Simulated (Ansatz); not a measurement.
Ansatz (a quantum-chemistry and plane-wave program) input (SVWN5/6-31G*):

Ansatz 0.2 input:
```yaml
crystal:
  periodic: [false, false, false]
  atoms:
    - {symbol: C, position_ang: [0.24243516, -0.19849135, -1.22253028]}
    - {symbol: C, position_ang: [-0.03825523, -0.01277160, 0.02051421]}
    - {symbol: H, position_ang: [-0.23057535, -0.63963619, -2.07626433]}
    - {symbol: O, position_ang: [-0.12431303, 0.23840173, 1.16104509]}
basis:
  gaussian:
    orbitals: 6-31G*
hamiltonian:
  xc: {name: SVWN5}
magnetization: {spin_polarized: true, initial_magnetization: 1}
output: {forces: true}
```

Output:

```
Functional definition: SVWN5
integrals: 0.01 GiB planned
501 factors; their error is unknown
mean field: 0.10 GiB planned
mean field evaluation 1: about -4097.1913 eV, gradient 2.6e1 eV
mean field evaluation 2: about -4095.3542 eV, gradient 3.5e1 eV
mean field evaluation 4: about -4100.0212 eV, gradient 4.5e0 eV
mean field evaluation 8: about -4100.0938 eV, gradient 6.7e-2 eV
mean field evaluation 16: about -4100.0938 eV, gradient 6.4e-5 eV
mean field evaluation 32: about -4099.9485 eV, gradient 1.1e0 eV
mean field -4100.09383837 eV, -150.6756694168 hartree, gradient 8.5e-6 eV, S^2 0.752672; 4 other end points of the search recorded, 0 dependent functions left out
the calculation of the forces begins
reference -4100.09385283 eV, -150.6756699480 hartree; 11, 10 occupied and 36, 37 virtual orbitals, 501 factors
Total energy: -4100.09385283 eV, -150.6756699480 hartree
Atom 0 at     0.242435    -0.198491    -1.222530 Å, force     0.305726     0.118278    -0.100565 eV/Å
Atom 1 at    -0.038255    -0.012772     0.020514 Å, force     0.012189    -0.245005    -0.980381 eV/Å
Atom 2 at    -0.230575    -0.639636    -2.076264 Å, force    -0.206919    -0.214168    -0.456312 eV/Å
Atom 3 at    -0.124313     0.238402     1.161045 Å, force    -0.110996     0.340896     1.537259 eV/Å
Dipole moment:    -0.173738    -0.148243    -0.259659 e Å
```

The geometry given is a B3LYP-D3(BJ)/def2-TZVP minimum.
